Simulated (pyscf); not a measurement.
H₃Si–SiH₃ (SMILES [SiH3][SiH3]) + SiH₃• (SMILES [SiH3]) → •H₂Si–SiH₃ (SMILES [SiH2][SiH3]) + SiH₄ (SMILES [SiH4]) (hydrogen abstraction; doublet surface; H–Si broken, H–Si formed). Structures and frequencies: ωB97X-D3(BJ)/def2-SVP in PySCF. Energies in kcal/mol from the separated reactants.

```csv
level,barrier,reaction energy
r²SCAN/def2-TZVP,(withheld),(withheld)
B3LYP-D3(BJ)/def2-TZVP,3.8,-3.3
PBE0-D3(BJ)/def2-TZVP,3.1,-3.1
M06-2X/def2-TZVP,7.7,-3.1
ωB97M-D3(BJ)/def2-TZVP,(withheld),-3.4
HF/def2-TZVP,20.5,-2.7
```

Q: Complete the blanks.

A: 
- r²SCAN/def2-TZVP, barrier: 4.0
- r²SCAN/def2-TZVP, reaction energy: -3.2
- ωB97M-D3(BJ)/def2-TZVP, barrier: 6.8

The functionals in the table span 4.7 kcal/mol in this barrier, from PBE0-D3(BJ) to M06-2X. One saddle was located; it need not be the lowest between these sides. The angle at the transferred H is 175°.
